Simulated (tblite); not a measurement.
Compound: SiH3PH2, H5PSi.
SMILES: `[SiH3]P`

Level: GFN2-xTB in tblite, geometry and Hessian alike; calculated harmonic values, unscaled, isolated species. This tight-binding method is rough: wavenumbers can miss measured ones by several per cent, in bad cases by 10 to 20. Modes of hydrogen on phosphorus and silicon can be 10 to 20 % off.

Harmonic wavenumbers (cm⁻¹): 121.1, 455.9, 465.8, 493.8, 689.5, 708.4, 754.9, 768.3, 789.6, 1145.5, 2240.5, 2266.2, 2276.3, 2308.6, 2392.1.

A = 53339, B = 5673, C = 5648 MHz; mass 63.990 u (most abundant isotopes); point group Cs, symmetry number 1.

What is the zero-point energy?

Half the sum of the wavenumbers: 8938 cm⁻¹ = 25.56 kcal/mol.

What is S at 500 K and 1 bar for an ideal gas of classical rigid rotors and harmonic oscillators?

Translation 40.98, rotation 24.30, vibration 13.21: S = 78.5 cal/(mol K).

And Cp and H(500 K) − H(0)?

Cp = 23.38 cal/(mol K), of which vibrations give 15.43 (their classical limit is 15 R = 29.8); H(500 K) − H(0) = 7.80 kcal/mol without the zero-point energy, 3.83 from vibrations.

Blend soft modes into free rotors: weight 1/[1 + (100 cm⁻¹/ν̃)⁴] for the oscillator and the rest for a rotor with moment μB/(μ + B), μ = h/(8π²ν), B = 10⁻⁴⁴ kg m². What vibrational entropy results?

12.92 cal/(mol K) in place of 13.21, which changes −T·S at 500 K by +0.14 kcal/mol.

Which modes carry the vibrational entropy at 500 K?

121.1 cm⁻¹: 4.09; 455.9 cm⁻¹: 1.58; 465.8 cm⁻¹: 1.55; 493.8 cm⁻¹: 1.45; 689.5 cm⁻¹: 0.92; 708.4 cm⁻¹: 0.88 cal/(mol K); the other 9 give 2.73 together.

How do the functions run with temperature in this model?

```tsv
T (K)	S (cal/(mol K))	Cp (cal/(mol K))	H − H(0) (kcal/mol)	G − H(0) (kcal/mol)	ln q(vib)
100	53.7	9.8	0.87	-4.49	0.20
200	61.5	13.7	2.03	-10.28	0.67
300	67.9	17.9	3.62	-16.76	1.30
800	90.6	28.4	15.62	-56.90	5.06
1000	97.2	30.6	21.53	-75.70	6.47
```

q(vib) and H(0) count from the zero-point level.

Hindered rotation and anharmonicity are outside this model.
